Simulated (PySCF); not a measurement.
Isomers C6H8:

A. `C1=CCC=CC1`
B. SMILES C=C1CCC1=C
C. `CC1=CCC=C1`

Spectrum 1. 1H NMR (500 MHz, computed): δ 5.95 (m, 4H), 2.88 (m, 4H). 13C{1H} NMR (computed): δ 131.3 (CH), 30.5 (CH2).

Spectrum 2. 1H NMR (500 MHz, computed): δ 6.70 (m, 1H), 6.67 (m, 1H), 6.26 (t, 1H), 3.06 (m, 2H), 2.18 (s, 3H). 13C{1H} NMR (computed): δ 150.2 (C), 142.7 (CH), 142.7 (CH), 134.8 (CH), 45.5 (CH2), 18.1 (CH3).

Spectrum 3. 1H NMR (500 MHz, computed): δ 5.68 (m, 2H), 5.16 (m, 2H), 2.66 (m, 4H). 13C{1H} NMR (computed): δ 155.4 (C), 111.2 (CH2), 28.5 (CH2).

Calculated, not measured (PySCF 2.14.0 with density-fitted response routines): geometry from GFN2-xTB, J couplings at B3LYP/pcJ-1 (spin–dipole term left out of most H,H and C,H couplings), shieldings: GIAO PBE0/pcSseg-1. One conformer, isolated molecule, no relativistic terms, one averaged value for each set of equivalent atoms.

Shifts are taken against calculated references (same method and geometry level): TMS for 1H (31.72 ppm), 13C (186.93 ppm). Multiplet labels drop J under 1 Hz and among equivalent protons, and merge close values. Unscaled 3J(H,H) run several per cent high. Where no couplings were computed, multiplicities follow the n + 1 count of equivalent neighbours, and m marks all less simple cases (inequivalent or close neighbours, rings, F or P nearby). Shifts are as computed. Against solution values, carbons near 30 ppm lie about +3 ppm off and those near 130 ppm about +5 ppm. Of 1211 compounds with measured shifts, 218 miss one by over three times the rms of a fit or turn the order of signals round; such compounds aren't used in these exercises.

Q: Which spectrum belongs to which compound?

A: 1–A, 2–C, 3–B.

- Spectrum 1 (A): 2 13C signals; δC 131.3 is an alkene CH; δC 30.5 is an allylic sp3 CH2.
- Spectrum 2 (C): 6 13C signals; δC 150.2 is a fully substituted alkene carbon; δC 142.7 is an alkene CH.
- Spectrum 3 (B): 3 13C signals; δC 155.4 is a fully substituted alkene carbon; δC 111.2 is a terminal =CH2 carbon.
